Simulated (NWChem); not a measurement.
All runs are NWChem calculations. System: H₄Si, charge 0, spin multiplicity 1, at a geometry optimised with PBE0/def2-SVP. The structure started from a generated list of species. Level: real-time TD-PBE0/6-31G* (spherical d).

Job file:

```
start mol
memory heap 200 mb stack 900 mb global 1100 mb
geometry "system" units angstroms nocenter noautoz noautosym
  Si     0.000000     0.000000    -0.000000
  H      1.218746     0.000000     0.861824
  H     -1.218746     0.000000     0.861824
  H      0.000000    -1.218745    -0.861823
  H      0.000000     1.218745    -0.861823
end
set geometry "system"
basis spherical
  * library 6-31g*
end
dft
  xc pbe0
  semidirect memsize 60000000 filesize 0
  iterations 100
  convergence energy 1e-10 density 1e-9 gradient 1e-8
  tolerances tight
end
task dft energy
rt_tddft
  tmax 150.0
  dt 0.2
  tag "kick"
  print dipole
  field "kick"
    type delta
    polarization y
    max 0.0001
  end
  excite "system" with "kick"
end
task dft rt_tddft
```

Output (cleaned and shortened):

```
             Northwest Computational Chemistry Package (NWChem) 7.3.0
             --------------------------------------------------------

                                NWChem Input Module
                                -------------------

 Scaling coordinates for geometry "system" by  1.889725989
 (inverse scale =  0.529177249)

                              Geometry "system" -> ""
                              -----------------------

 Output coordinates in angstroms (scale by  1.889725989 to convert to a.u.)

  No.       Tag          Charge          X              Y              Z
 ---- ---------------- ---------- -------------- -------------- --------------
    1 Si                  14.0000     0.00000000     0.00000000     0.00000000
    2 H                    1.0000     1.21874600     0.00000000     0.86182400
    3 H                    1.0000    -1.21874600     0.00000000     0.86182400
    4 H                    1.0000     0.00000000    -1.21874500    -0.86182300
    5 H                    1.0000     0.00000000     1.21874500    -0.86182300

 Effective nuclear repulsion energy (a.u.)      21.1554661136

            Nuclear Dipole moment (a.u.)
            ----------------------------
        X                 Y               Z
 ---------------- ---------------- ----------------
     0.0000000000     0.0000000000     0.0000037795


 Summary of "ao basis" -> "" (spherical)
 ------------------------------------------------------------------------------
       Tag                 Description            Shells   Functions and Types
 ---------------- ------------------------------  ------  ---------------------
 *                           6-31g*                   on all atoms

                                 NWChem DFT Module
                                 -----------------

 Summary of "ao basis" -> "ao basis" (spherical)
 ------------------------------------------------------------------------------
       Tag                 Description            Shells   Functions and Types
 ---------------- ------------------------------  ------  ---------------------
 Si                          6-31g*                  8       18   4s3p1d
 H                           6-31g*                  2        2   2s

 Summary of "ao basis" -> "ao basis" (spherical)
 ------------------------------------------------------------------------------
       Tag                 Description            Shells   Functions and Types
 ---------------- ------------------------------  ------  ---------------------
 Si                          6-31g*                  8       18   4s3p1d
 H                           6-31g*                  2        2   2s

  itol2e modified to match energy
  convergence criterion.
  tol_rho modified to match energy
  convergence criterion.

            General Information
            -------------------
          SCF calculation type: DFT
          Wavefunction type:  closed shell.
          No. of atoms     :     5
          No. of electrons :    18
           Alpha electrons :     9
            Beta electrons :     9
          Charge           :     0
          Spin multiplicity:     1
          Use of symmetry is: off; symmetry adaption is: off
          Maximum number of iterations: 100
          AO basis - number of functions:    26
                     number of shells:    16
          Convergence on energy requested:  1.00D-10
          Convergence on density requested:  1.00D-09
          Convergence on gradient requested:  1.00D-08

              XC Information
              --------------
                         PBE0 Method XC Functional
                     Hartree-Fock (Exact) Exchange  0.250
          PerdewBurkeErnzerhof Exchange Functional  0.750
            Perdew 1991 LDA Correlation Functional  1.000 local
           PerdewBurkeErnz. Correlation Functional  1.000 non-local

             Grid Information
             ----------------
          Grid used for XC integration:  medium
          Radial quadrature: Mura-Knowles
          Angular quadrature: Lebedev.
          Tag              B.-S. Rad. Rad. Pts. Rad. Cut. Ang. Pts.
          ---              ---------- --------- --------- ---------
          Si                  1.10       88           7.0       590
          H                   0.35       45           7.0       434
          Grid pruning is: on
          Number of quadrature shells:   268
          Spatial weights used:  Erf1

          Convergence Information
          -----------------------
          Convergence aids based upon iterative change in
          total energy or number of iterations.
          Levelshifting, if invoked, occurs when the
          HOMO/LUMO gap drops below (HL_TOL):  1.00D-02
          DIIS, if invoked, will attempt to extrapolate
          using up to (NFOCK): 10 stored Fock matrices.

                    Damping( 0%)  Levelshifting(0.5)       DIIS
                  --------------- ------------------- ---------------
          dE  on:    start            ASAP                start
          dE off:    2 iters        100 iters           100 iters

      Screening Tolerance Information
      -------------------------------
          Density screening/tol_rho:  1.00D-13
          AO Gaussian exp screening on grid/accAOfunc:  23
          CD Gaussian exp screening on grid/accCDfunc:  20
          XC Gaussian exp screening on grid/accXCfunc:  20
          Schwarz screening/accCoul:  1.00D-11

      Superposition of Atomic Density Guess
      -------------------------------------

 Sum of atomic energies:        -290.81023768

      Non-variational initial energy
[...]
         Total DFT energy =   -291.724580505028

            General Information
            -------------------
          SCF calculation type: DFT
          Wavefunction type:  closed shell.
          No. of atoms     :     5
          No. of electrons :    18
           Alpha electrons :     9
            Beta electrons :     9
          Charge           :     0
          Spin multiplicity:     1
          Use of symmetry is: off; symmetry adaption is: off
          Maximum number of iterations: 100
          AO basis - number of functions:    26
                     number of shells:    16
          Convergence on energy requested:  1.00D-10
          Convergence on density requested:  1.00D-09
          Convergence on gradient requested:  1.00D-08

              XC Information
              --------------
                         PBE0 Method XC Functional
                     Hartree-Fock (Exact) Exchange  0.250
          PerdewBurkeErnzerhof Exchange Functional  0.750
            Perdew 1991 LDA Correlation Functional  1.000 local
           PerdewBurkeErnz. Correlation Functional  1.000 non-local

             Grid Information
             ----------------
          Grid used for XC integration:  medium
          Radial quadrature: Mura-Knowles
          Angular quadrature: Lebedev.
          Tag              B.-S. Rad. Rad. Pts. Rad. Cut. Ang. Pts.
          ---              ---------- --------- --------- ---------
          Si                  1.10       88           7.0       590
          H                   0.35       45           7.0       434
          Grid pruning is: on
          Number of quadrature shells:   268
          Spatial weights used:  Erf1

          Convergence Information
          -----------------------
          Convergence aids based upon iterative change in
          total energy or number of iterations.
          Levelshifting, if invoked, occurs when the
          HOMO/LUMO gap drops below (HL_TOL):  1.00D-02
          DIIS, if invoked, will attempt to extrapolate
          using up to (NFOCK): 10 stored Fock matrices.

                    Damping( 0%)  Levelshifting(0.5)       DIIS
                  --------------- ------------------- ---------------
          dE  on:    start            ASAP                start
          dE off:    2 iters        100 iters           100 iters

      Screening Tolerance Information
      -------------------------------
          Density screening/tol_rho:  1.00D-13
          AO Gaussian exp screening on grid/accAOfunc:  23
          CD Gaussian exp screening on grid/accCDfunc:  20
          XC Gaussian exp screening on grid/accXCfunc:  20
          Schwarz screening/accCoul:  1.00D-11

 *************************
 * Closed-shell RT-TDDFT *
 *************************

 Geometry               Atoms      Basis func.   Nuc. charge          Nuc. dip. mom.
 -----------------------------------------------------------------------------------------
 *system               5 (100% )    26 (100% )     18.00        0.00      0.00      0.00

=============== Geometry Initialization ===============
  Active geometry: "system"
  No linear dependencies
  Number of atomic orbitals    = 26
  Number of molecular orbitals = 26
=======================================================

             System parameters
             -----------------
     No. atoms              : 5
     Wavefunction type      : restricted
     No. alpha electrons    : 9
     No. beta electrons     : 9
     Total no. electrons    : 18
     System charge          : 0

               2e integrals
               ------------
     tol2e for real part of Fock matrix:  1.0000E-11
     tol2e for imag part of Fock matrix:  1.0000E-13

                    Propagation parameters
                    ----------------------
     End time (tmax)       :  1.5000E+02 au =  3.6283E+00 fs
     Time step (dt)        :  2.0000E-01 au =  4.8378E-03 fs
     No. time steps (nt)   : 750
     Progagation method    : 2nd order Magnus w/ self-consistent interpolation
     Exponentiation method : Adaptive contractive power series

                        Tolerances
                        ----------
     Zero / comparison / check tolerance  :  1.0000E-08
     Series convergence tolerance         :  1.0000E-10
     Interpolation convergence tolerance  :  1.0000E-07
     Reqd no. zero terms in series        : 3
     Reqd no. zero terms in interpolation : 1

                Output and checking parameters
                ------------------------------
     Quantites to print : messages, dipole, field, energy, <S^2>
     No. print points   : 750 (once every 1 time steps)
     No. checks         : 10 (once every 75 time steps)
     No. restart points : 100 (once every 7 time steps)
     Checking level     : 1 (checkpoints only)
     Profiling          : No

 Dipole and quadrupole matrices
 ------------------------------
     Center of mass = ( 0.0000E+00,  0.0000E+00,  1.1900E-07)
     norm[D_x]  =  2.3031E+00
     norm[D_y]  =  2.3031E+00
     norm[D_z]  =  1.7922E+00
     norm[Q_xx] =  9.6355E+00
     norm[Q_xy] =  3.2118E+00
     norm[Q_xz] =  3.7508E+00
     norm[Q_yy] =  9.6355E+00
     norm[Q_yz] =  3.7508E+00
     norm[Q_zz] =  9.6355E+00

         Applied fields
         --------------

               "kick"
     Type            : delta
     Polarization    : y
     Field maximum   :  1.0000E-04 au =  5.1421E-02 V/nm

        Excitation rules
        ----------------
     Excite geometry "system" with "kick"

                             Closed shell propagation
                             ------------------------

****************************** WARNING ******************************
  Starting movecs not specified--trying SCF output:
   ./mol.movecs
*********************************************************************

     File name              : ./mol.movecs
     Job title              :
     Basis set name         : ao basis
     SCF type               : dft
     Atomic orbitals        : 26
     Molecular orbitals     : 26

   Vector      Occupation     Eigenvalue [au]
 --------------------------------------------
         1        2.00       -6.62357185E+01
         2        2.00       -5.32639407E+00
         3        2.00       -3.65908008E+00
         4        2.00       -3.65907959E+00
         5        2.00       -3.65907959E+00
         6        2.00       -5.60852127E-01
         7        2.00       -3.61154271E-01
         8        2.00       -3.61148194E-01
         9        2.00       -3.61147967E-01
        10        0.00        5.75166408E-02
        11        0.00        5.75167799E-02
        12        0.00        5.75272476E-02
        13        0.00        1.32893420E-01
        14        0.00        2.32993462E-01
        15        0.00        2.48037422E-01
        16        0.00        2.48037563E-01
        17        0.00        2.48037617E-01
        18        0.00        5.85753359E-01
        19        0.00        5.85753651E-01
        20        0.00        6.76435734E-01
        21        0.00        6.76435834E-01
        22        0.00        6.76443480E-01
        23        0.00        1.00298524E+00
        24        0.00        1.15514548E+00
        25        0.00        1.15515536E+00
        26        0.00        1.15515671E+00

kick      0.00000        ### Propagation started ###
kick      0.00000        ### Checks passed ###
kick      0.00000   0.000000000000E+000   1.000000000000E-004   0.000000000000E+000     # Applied E-field [system] (alpha spin)
kick      0.00000   0.000000000000E+000   1.000000000000E-004   0.000000000000E+000     # Applied E-field [system] (beta spin)
kick      0.00000   2.115546611358E+001     # Enuc
kick      0.00000  -4.454877120732E+002     # Ecore
kick      0.00000   1.548423263247E+002     # Ecoul
kick      0.00000  -2.223466087006E+001     # Exc(1)
kick      0.00000   0.000000000000E+000     # Exc(2)
kick      0.00000  -2.917245805050E+002     # Etot
kick      0.00000   1.705302565824E-013     # Eadded
kick      0.00000   3.153424130719E-013  -4.112266083212E-013  -1.136778597144E-006     # Dipole moment [system]
kick      0.00000        ### Saved restart file ###
kick      0.00000   1.332267629550E-015     # Magnus interpol (matrix 1 of 1)
kick      0.00000                     2     # Magnus total interpolations
kick      0.20000   0.000000000000E+000   0.000000000000E+000   0.000000000000E+000     # Applied E-field [system] (alpha spin)
kick      0.20000   0.000000000000E+000   0.000000000000E+000   0.000000000000E+000     # Applied E-field [system] (beta spin)
kick      0.20000   2.115546611358E+001     # Enuc
kick      0.20000  -4.454877120731E+002     # Ecore
kick      0.20000   1.548423263250E+002     # Ecoul
kick      0.20000  -2.223466087008E+001     # Exc(1)
kick      0.20000   0.000000000000E+000     # Exc(2)
kick      0.20000  -2.917245805046E+002     # Etot
kick      0.20000   3.843183549179E-010     # Eadded
kick      0.20000   3.169200079626E-013   7.567105697603E-006  -1.136775428900E-006     # Dipole moment [system]
kick      0.20000   3.419486915845E-014     # Magnus interpol (matrix 1 of 1)
kick      0.20000                     2     # Magnus total interpolations
kick      0.40000   0.000000000000E+000   0.000000000000E+000   0.000000000000E+000     # Applied E-field [system] (alpha spin)
kick      0.40000   0.000000000000E+000   0.000000000000E+000   0.000000000000E+000     # Applied E-field [system] (beta spin)
kick      0.40000   2.115546611358E+001     # Enuc
...
kick     28.20000   0.000000000000E+000   0.000000000000E+000   0.000000000000E+000     # Applied E-field [system] (alpha spin)
kick     28.20000   0.000000000000E+000   0.000000000000E+000   0.000000000000E+000     # Applied E-field [system] (beta spin)
kick     28.20000   2.115546611358E+001     # Enuc
kick     28.20000  -4.454877120709E+002     # Ecore
kick     28.20000   1.548423263235E+002     # Ecoul
kick     28.20000  -2.223466086985E+001     # Exc(1)
kick     28.20000   0.000000000000E+000     # Exc(2)
kick     28.20000  -2.917245805037E+002     # Etot
kick     28.20000   1.351111222903E-009     # Eadded
kick     28.20000   3.003139879588E-013   4.928391392767E-006  -1.137104434390E-006     # Dipole moment [system]
kick     28.20000   0.000000000000E+000     # Magnus interpol (matrix 1 of 1)
kick     28.20000                     2     # Magnus tot
```
